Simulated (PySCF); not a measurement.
How the functional moves excitation energies

Nitric acid, HNO3.
Geometry (PBE0-D3(BJ)/def2-SVP, Å), atoms numbered from 1 in this order:
```
atom  x, y, z in Å
O1     0.0051    0.7550   -1.0335
N2    -0.0979   -0.2366   -0.3650
O3    -0.3809   -1.3443   -0.6817
O4     0.1478   -0.0770    0.9807
H5     0.3578    0.8684    1.0647
```

Linear-response calculations in the def2-SVPD basis (PySCF; singlets by full response, triplets Tamm–Dancoff, core orbitals frozen in the response; HF means time-dependent Hartree–Fock). 'Strongest' is the level of largest summed f among the singlets computed (10 roots, of which the last may lack a degenerate partner); it can jump between rows when another state enters that window. S1 is the lowest singlet of each run and needn't be the same state throughout; f(S1) is that of one state. Geometry: PBE0-D3(BJ)/def2-SVP, one conformer, isolated molecule.

```tsv
functional	kind	S1 (eV)	f(S1)	strongest (eV)	T1 (eV)	HOMO (eV)	gap (eV)	ionisation energy, ΔSCF (eV)
LDA	LDA	4.72	0.000	8.61	4.26	-7.97	4.48	12.34
PBE	GGA	4.76	0.000	7.70	4.23	-7.76	4.55	12.05
B3LYP	global hybrid, 20% exact exchange	4.87	0.000	7.52	4.34	-9.40	6.86	12.53
PBE0	global hybrid, 25% exact exchange	4.96	0.000	7.70	4.40	-9.68	7.48	12.52
BHandHLYP	global hybrid, 50% exact exchange	5.14	0.000	7.61	4.14	-11.58	10.48	12.59
CAM-B3LYP	range-separated hybrid	4.90	0.000	7.47	4.30	-11.24	10.15	12.75
wB97X-D	range-separated hybrid	4.94	0.000	10.18	4.45	-11.66	11.30	12.66
LC-wPBE	range-separated hybrid	4.89	0.000	7.51	4.26	-12.55	12.75	13.05
HF	Hartree–Fock	5.71	0.000	7.67	3.86	-13.76	15.81	not settled
```

S1 runs from 4.72 eV (LDA) to 5.71 eV (HF), a spread of 0.99 eV, while the orbital gap spreads over 11.3 eV. Along PBE (0%), B3LYP (20%), PBE0 (25%), BHandHLYP (50%), HF (100%) S1 rises with the share of exact exchange. −ε(HOMO) comes closest to its own ΔSCF ionisation energy with LC-wPBE (-0.50 eV) and misses most with LDA (-4.37 eV). 'Not settled' means that the ion's SCF failed to converge or may have ended in another state than the lowest.
